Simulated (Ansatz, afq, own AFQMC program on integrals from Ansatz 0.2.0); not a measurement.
## Where AFQMC and coupled cluster stand for CH$_{4}$, singlet

```xyz
5

C     0.0000    0.0000    0.0000
H     0.9339    0.9368    0.9357
H    -0.9392   -0.9319    0.9352
H    -0.9317    0.9341   -0.9405
H     0.9370   -0.9390   -0.9304
```

Basis 6-31G. Noble-gas cores (and the filled d shells of Ga–Kr and In–Xe) are frozen. Integrals, coupled cluster, full CI and functionals: Ansatz 0.2.0; the random walks run on the same integrals in our own AFQMC program. ph-AFQMC/CISD is guided by a CISD state made of CCSD amplitudes; releasing the constraint for a short imaginary time cuts its bias at the price of noise, slowly where states lie close. ± is one standard error of the sampling.

Determinant: UHF, the one that the program's search chose, which needn't be the lowest solution. The geometry is a point of a scan.

Full CI on the same integrals is exact in this basis and with this determinant's frozen core.

Cautions: strong correlation (T1 0.074, weight of the determinant 0.77, largest double 0.12); unrestricted determinant spin contaminated (⟨S²⟩ 0.35 against 0.00).

```
T1 diagnostic                               : 0.0743
weight of the determinant in the CISD state : 0.766
⟨S²⟩ of the determinant                     : 0.346
size of the correlated space                : 8 electrons in 16 orbitals
```

```tsv
level	correlation energy (eV)
MP2	-3.3913
CCSD	-4.9362
CCSD(T)	-5.1295
```

Q: Estimate where full CI lies against CCSD(T) on the same integrals.

A: 2.53 mEh below CCSD(T).

Reference: full CI, correlation energy -5.198 eV. The released energy is read at 2.40 1/Eh (meV from the phaseless value at times in 1/Eh: -2 ± 8 at 0.24, -2 ± 6 at 0.51, -16 ± 4 at 0.99, -27 ± 7 at 1.62, -27 ± 5 at 2.40). The cautions show a poor starting determinant, so the rows tell how each method copes with it here, and full CI is the sure value.

| level | E − E(reference) (mEh) | share of correlation (%) |
| --- | --- | --- |
| CCSD(T) | 2.53 | 98.68 |
| CCSDT | 0.19 | 99.90 |
| CCSDT(Q) | -0.11 | 100.06 |
| CCSDTQ | 0.03 | 99.98 |
| ph-AFQMC/CISD | 1.29 ± 0.32 | 99.33 |
| released AFQMC | 0.29 ± 0.18 | 99.85 |

CCSDT and higher add their correlation energy to the determinant of the CCSD(T) run, since their own runs factorise the integrals more tightly (a shift of under 2 meV). A walk keeps the symmetry of its determinant, which the program's search chose and which needn't be the lowest solution, so a lower state of the same spin and another symmetry isn't excluded. Released energies are given only where the last usable release times agree within the noise; a slower fall can still hide under it.
